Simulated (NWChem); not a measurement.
System: hydrogen sulfide (H2S); SMILES S

The following NWChem deck was run.

```
start job
memory heap 200 mb stack 900 mb global 1100 mb
geometry units angstroms noautosym nocenter noautoz
  S      0.000000     0.000000     0.113581
  H      0.971478     0.000000    -0.822416
  H     -0.971478     0.000000    -0.822416
end
basis spherical
  * library def2-svp
end
dft
  xc xpbe96 cpbe96
  iterations 150
end
property
  response 1 0.0
end
task dft property
```

Structure relaxed at the PBE0/def2-SVP level.

Static field.

**Question.** Give the results of this calculation. (PBE/def2-SVP.) Quantities: basis functions; isotropic polarisability (bohr³); anisotropy (bohr³).

**Answer.** 
```
Quantity                          Result
--------------------------------  ------
number of basis functions             28
isotropic polarisability (bohr³)    14.5
anisotropy (bohr³)                   7.1
```
